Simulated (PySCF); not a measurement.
Gas-phase reaction: SiH₄ + C₃H₇ (n-propyl) ⇌ (CH₃)₃SiH + H

Energies from PySCF, thermal terms from the rigid-rotor harmonic-oscillator model, ideal gas at 1 bar. † marks an energy on the PBE0/def2-TZVP geometry and frequencies. CCSD(T) freezes the core. Open shells (unrestricted): C₃H₇ (n-propyl) (multiplicity 2), H (multiplicity 2); the rest are closed-shell singlets. B3LYP is the form with VWN-RPA correlation. No R ln 2 is added for the mirror-image form of C₃H₇ (n-propyl). CCSD(T) isn't extrapolated to the basis-set limit. The harmonic model lacks anharmonicity and excited electronic states, which grow with temperature; levels with a mode under 35 cm⁻¹ are left out. Internal rotation in C₃H₇ (n-propyl), (CH₃)₃SiH is treated as a harmonic vibration of one conformer, which makes the entropy rough.

ΔH° and ΔS° at 298 K: B3LYP/def2-TZVP† -34 kJ, -47 J/K; BLYP/def2-TZVP† -30 kJ, -47 J/K; CCSD(T)/def2-SVP† -33 kJ, -47 J/K.

Task: With the heat capacities included, give log10 K (1 bar) at 500, 800, 1200, 2000, 2500 K from B3LYP/def2-TZVP†, BLYP/def2-TZVP†, CCSD(T)/def2-SVP†.

Result: 
```tsv
T (K)	B3LYP/def2-TZVP†	BLYP/def2-TZVP†	CCSD(T)/def2-SVP†
500	1.2	0.9	1.2
800	0.2	0.0	0.1
1200	-0.3	-0.4	-0.3
2000	-0.5	-0.6	-0.5
2500	-0.5	-0.6	-0.6
```
